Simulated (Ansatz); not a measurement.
Geometry optimisation, Ansatz 0.2.0, UHF/6-31G.

input.yaml

```yaml
crystal:
  periodic: [false, false, false]
  atoms:
    - { symbol: C, position_ang: [-0.2948, 1.361, -0.1203] }
    - { symbol: C, position_ang: [0.0851, 0.1351, -0.1335] }
    - { symbol: C, position_ang: [-0.2288, -0.7766, 1.0152] }
    - { symbol: "N", position_ang: [0.8856, -0.3804, -1.1823] }
    - { symbol: H, position_ang: [-0.1308, 2.0709, -0.9747] }
    - { symbol: H, position_ang: [-0.9079, 1.8288, 0.6992] }
    - { symbol: H, position_ang: [-0.7586, -1.6375, 0.7015] }
    - { symbol: H, position_ang: [0.7797, -1.1277, 1.4545] }
    - { symbol: H, position_ang: [-0.7526, -0.259, 1.8669] }
    - { symbol: H, position_ang: [0.7125, 0.1214, -2.0283] }
    - { symbol: H, position_ang: [0.6759, -1.393, -1.2776] }
magnetization:
  spin_polarized: true
basis:
  gaussian: { orbitals: "6-31G" }
hamiltonian:
  xc: hf
relax:
  f_tol: 0.02
  max_steps: 40
output:
  orbitals: {}
```

Launched with:

```bash
$ ansatz run input.yaml --threads 1 --pin off --max-ram 2048MiB --backend cpu --events-out ev --progress --plain --runs-dir out
```

Task: Where does it end, and by what steps?

Result: It converged. Limits of this set-up: no polarisation functions. After 10 steps the energy has fallen by 0.619 eV; N4 moved furthest, 0.26 Å.

```
step  energy less start (eV)  largest force component (eV/Å)  accepted
   0                  0.0000                           5.386       yes
   1                 -0.4505                           1.522       yes
   2                 -0.5251                           1.189       yes
   3                 -0.4819                           1.963        no
   4                 -0.5872                           0.434       yes
   5                 -0.5954                           0.277       yes
   6                 -0.6123                           0.274       yes
   7                 -0.6181                           0.236       yes
   8                 -0.6185                           0.270       yes
   9                 -0.6193                           0.024       yes
  10                 -0.6193                           0.008       yes
```

```xyz
11
Properties=species:S:1:pos:R:3
C -0.353 1.436 -0.118
C 0.019 0.156 -0.140
C -0.201 -0.776 1.021
N 0.640 -0.441 -1.223
H -0.189 2.089 -0.954
H -0.831 1.857 0.742
H -0.818 -1.618 0.723
H 0.745 -1.171 1.378
H -0.689 -0.270 1.840
H 0.839 0.075 -2.044
H 0.902 -1.394 -1.204
```

Whether the end is a true minimum wasn't checked by a vibrational analysis.

The run took 15 s on 1 thread of Arm Neoverse V1 (shared host), peak memory 0.094 GiB.
